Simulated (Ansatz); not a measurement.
This geometry of BH3NS (6 atoms, charge 0, multiplicity 2) is a first-order saddle point.

The calculation used Ansatz 0.2.0, UKS PBE0-D4/def2-SVP.

```xyz
6
Properties=species:S:1:pos:R:3
N -0.268 0.014 -0.892
B -0.264 -0.657 0.380
S 0.538 -0.146 1.868
H -1.207 0.267 -1.197
H 0.133 -0.559 -1.635
H 1.109 1.016 1.430
```

Q: Which two structures does it join? (They come from a converged band through this point; their orientation in space is the band's.)

A: No bond is made or broken. The dihedral H4–N1–B2–S3 goes from 180 to 0°. The two ends are copies of one structure, up to a mirror image or an exchange of like atoms.

Image 0:

```xyz
6
Properties=species:S:1:pos:R:3
N -0.622 0.084 -0.754
B -0.545 -0.449 0.521
S 0.784 -0.479 1.713
H -1.458 0.021 -1.320
H 0.143 0.571 -1.214
H 1.740 0.188 1.008
```

Image 6:

```xyz
6
Properties=species:S:1:pos:R:3
N -0.622 0.083 -0.754
B -0.545 -0.449 0.521
S 0.784 -0.478 1.714
H 0.142 0.571 -1.215
H -1.458 0.020 -1.320
H 1.740 0.189 1.008
```

Q: How far does it lie above each of them?

A: 0.67 eV above the first and 0.67 eV above the second. This is the barrier of this one path; another mechanism may lie lower.

Run time: 81 s on 1 thread of Arm Neoverse V2 (shared host), peak memory 0.22 GiB.
